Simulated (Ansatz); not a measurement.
## How far each method lies from UCCSDT(Q) for [Cl···H···S], triplet

Geometry: a point of a hydrogen-transfer path between rigid fragments, not a stationary point.

```csv
atom,x (Å),y (Å),z (Å)
Cl,0.0000,0.0000,-1.7113
H,0.0000,0.0000,0.0027
S,0.0000,0.0000,1.7087
```

Basis cc-pVDZ; Ansatz 0.2.0. Only valence electrons are correlated (noble-gas cores frozen), which leaves 14 electrons in 31 orbitals. R marks a restricted (for open shells ROHF) determinant, U an unrestricted one. Active spaces: pair = (4e, 4o) about the gap; valence = (14e, 9o) chosen from the atoms' valence shells.

Full CI isn't at hand for all of this; UCCSDT(Q) serves as the reference, and is uncertain by about the last step of the cluster series. The frozen core follows each run's orbitals, which can shift R against U totals by a few meV.

For open shells CISD is restricted-active-space CI with the open shells as a complete middle space.

```
UHF ⟨S²⟩                          : 2.018
T1 diagnostic (RCCSD)             : 0.0200
largest doubles amplitude (RCCSD) : 0.075
T1 diagnostic (UCCSD)             : 0.0171
```

```csv
level,E − E(UCCSDT(Q)) (kcal/mol),share of correlation (%),wall time
RHF,179.48,0.00,–
UHF,175.95,1.97,–
RMP2,24.79,86.19,–
UMP2,25.26,85.93,–
CISD,19.14,89.34,6 s
RCCSD,4.61,97.43,–
UCCSD,4.52,97.48,–
RCCSD(T),1.05,99.42,8.5 s
UCCSD(T),1.02,99.43,7.5 s
BCCD(T),1.04,99.42,8 s
RCCSDT,0.41,99.77,–
UCCSDT,0.40,99.78,–
RCCSDT(Q),0.05,99.97,25 s
CASSCF (valence space),165.70,7.68,–
NEVPT2 (valence space),34.75,80.64,3.6 s
MRCISD (valence space),15.46,91.38,–
MRCISD+Q (valence space),0.66,99.63,5.5 s
MRCISD+Q(relaxed) (valence space),0.39,99.79,6.5 s
```

The correlation energy at UCCSDT(Q), counted from RHF, is -7.783 eV. That run took 22 s on 1 thread of Intel Xeon Platinum 8375C, shared host.

Run but not shown, since their state or frozen core can't be matched to the reference's or they repeat it: CASSCF (pair space), NEVPT2 (pair space), MRCISD (pair space), MRCISD+Q (pair space).

Times hold each run's SCF and search for its determinant on a shared host, so for small cases they say little of a method's own cost; they ran on 1 thread of Intel Xeon Platinum 8375C.

Natural occupations of CASSCF (valence space) about the gap: 1.998 1.990 1.967 1.002 1.002 0.045; effectively unpaired electrons, Σ n²(2−n)², 2.01.
